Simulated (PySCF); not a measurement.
Compound: methylketene, C3H4O.
Bonds: C1–C2, C2–C3 (double), C3–O4 (double). Hydrogens: H5, H6, H7 on C1; H8 on C2.

The calculation used MP2 and CCSD/aug-cc-pVDZ in PySCF, restricted Hartree–Fock reference, frozen core, non-relativistic, gas phase, PBE0-D3(BJ)/def2-SVP geometry.

E(HF) = -190.78510 Eh.

Question: How large is the problem?

Answer: 128 basis functions and 30 electrons; 4 orbitals frozen, which leaves o = 11 correlated occupied and v = 113 virtual orbitals. That is o·v = 1243 singles and o·v(o·v + 1)/2 = 773146 distinct closed-shell doubles amplitudes before symmetry; the costliest CCSD step grows as o²v⁴ = 2.0 × 10^10.

Question: What are the MP2 and CCSD correlation energies?

Answer: MP2 -0.6036 Eh and CCSD -0.6305 Eh, which gives totals of -191.38871 and -191.41562 Eh. That is 0.780 eV for each correlated electron at CCSD (1655 kJ/mol in all, 0.329 % of the total energy); MP2 gives 95.7 % of the CCSD value.

Question: What is the T1 diagnostic?

Answer: 0.0152, below the customary warning level of 0.02. It is the norm of the spatial-orbital singles amplitudes over the root of the number of correlated electrons, so the norm is 0.071.

Question: How does correlation change the dipole moment?

Answer: HF gives 2.22 D and CCSD (unrelaxed density) 1.72 D, a change of -0.50 D.

Connected triples and the basis-set limit are missing.

The job also held the EOM ionisation roots. The run took 1.8 min on one thread, Arm Neoverse V1 (aarch64), on a shared host, and the process peaked at 1.8 GiB of memory.
